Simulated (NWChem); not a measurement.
System: dimethyl sulfide (C$_{2}$H$_{6}$S); SMILES CSC

```xyz
9

C     -1.3791     0.0000    -0.5110
S      0.0000     0.0000     0.6507
C      1.3791     0.0000    -0.5110
H     -1.3742    -0.8990    -1.1470
H     -2.3023     0.0000     0.0856
H     -1.3742     0.8990    -1.1470
H      1.3742    -0.8990    -1.1470
H      2.3023     0.0000     0.0856
H      1.3742     0.8990    -1.1470
```
Atoms are numbered in this order, from 1.

Computed with NWChem. Geometry optimised at PBE0/def2-SVP; all other runs use it. 

| quantity | level | value |
|---|---|---|
| vertical ionisation energy, ΔSCF (eV) | CAM-B3LYP/def2-SVP | 8.65 |
| vertical, lowest excitation, singlet (eV) | CAM-B3LYP/def2-SVPD, TDA | 5.48 |
| solvation free energy (kcal/mol) in water | PBE0/def2-SVP, SMD | -0.2 |
| anisotropy (bohr³), static | CAM-B3LYP/def2-SVPD | 12.3 |
| dipole (D) | PBE0/def2-SVP | 1.55 |
| highest harmonic frequency (cm⁻¹) | PBE0/def2-SVP | 3179 |
